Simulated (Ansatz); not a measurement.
A nudged elastic band was laid between two geometries of H4Si + H5NSi (12 atoms, charge 0, multiplicity 1).

Theory: RKS BLYP/6-31G* (Ansatz 0.2.0).

```yaml
movable_images: 7
climbing_image: yes
spring: 5.0 eV/Å²
optimiser: quadratic models (default)
start_path: through a guess of the saddle point
force_threshold: 0.03 eV/Å
iteration_limit: 60
end_points: relaxed
```

Initial state:

```xyz
12
Properties=species:S:1:pos:R:3
Si -0.626 1.171 -0.111
N -0.379 0.629 1.539
H -1.208 0.378 2.084
H 0.356 -0.064 1.708
H 0.696 1.638 -0.634
H -1.598 2.310 -0.070
H -1.161 0.172 -1.108
Si 2.128 -3.289 1.661
H 0.983 -4.222 1.436
H 2.782 -2.969 0.356
H 3.120 -3.919 2.584
H 1.617 -2.025 2.279
```

Final state:

```xyz
12
Properties=species:S:1:pos:R:3
Si 0.556 -0.032 -0.418
N -0.373 -0.616 2.641
H -1.393 -0.684 2.528
H -0.198 0.307 3.060
H 1.008 0.211 -1.833
H 0.878 1.212 0.353
H -0.932 -0.195 -0.467
Si 1.625 -1.936 0.483
H 0.646 -3.003 0.865
H 2.553 -2.550 -0.531
H 2.464 -1.598 1.678
H -0.123 -1.304 3.363
```

**Question.** Which bonds break or form, and what moves?

**Answer.** Bonds broken: Si1–N2, Si8–H12. Bonds formed: Si1–Si8, N2–H12. H4Si + H5NSi becomes H3N + H6Si2.

**Question.** Give the energies along the band, and the barrier.

**Answer.** The forces met the threshold. The highest image is number 4 of 0 to 8, 2.00 eV above the first end and 1.72 eV above the last; the last end lies 0.28 eV above the first. Neighbouring images differ by up to 1.8 eV, so the band resolves the path poorly. A vibrational analysis at the climbing image gives one clearly imaginary mode, 272i cm⁻¹: a first-order saddle point. The orbitals stay closed-shell, which can raise the energy where a bond breaks towards radicals; this wasn't checked here.

| image | path coordinate (Å) | energy (eV) | Si1–N2 (Å) | Si8–H12 (Å) | Si1–Si8 (Å) |
| --- | --- | --- | --- | --- | --- |
| 0 | 0.00 | 0.00 | 1.75 | 1.50 | 5.53 |
| 1 | 1.36 | 0.00 | 1.75 | 1.50 | 5.02 |
| 2 | 2.71 | 0.03 | 1.75 | 1.50 | 4.34 |
| 3 | 4.07 | 0.21 | 1.75 | 1.50 | 3.80 |
| 4 | 5.43 | 2.00 | 1.95 | 2.33 | 3.15 |
| 5 | 7.65 | 0.61 | 2.68 | 3.05 | 2.40 |
| 6 | 9.87 | 0.31 | 3.81 | 3.53 | 2.37 |
| 7 | 12.09 | 0.31 | 3.78 | 3.70 | 2.36 |
| 8 | 14.31 | 0.28 | 3.25 | 3.43 | 2.36 |

**Question.** What is the geometry of the highest image?

**Answer.** 
```xyz
12
Properties=species:S:1:pos:R:3:forces:R:3
Si 0.122 0.211 0.137 0.00 0.00 0.00
N -0.165 0.057 2.055 -0.01 0.00 0.00
H -1.156 -0.109 2.309 0.00 0.00 0.00
H 0.184 0.862 2.609 0.00 0.00 0.00
H 1.523 0.555 -0.204 0.00 0.00 0.00
H -0.673 1.491 0.033 0.00 0.00 0.00
H -0.586 -0.779 -0.711 0.00 0.00 0.00
Si 1.517 -2.492 0.960 0.00 0.00 0.00
H 0.701 -3.773 0.967 0.00 0.00 0.00
H 2.108 -2.500 -0.440 0.00 0.00 0.00
H 2.717 -2.863 1.813 0.00 0.00 0.00
H 0.419 -0.848 2.194 0.00 0.00 0.00
```

The band took 46 iterations and about 11 core-minutes.

Time of the run: 11 min on 1 thread of Arm Neoverse V2 (shared host), peak memory 0.11 GiB.
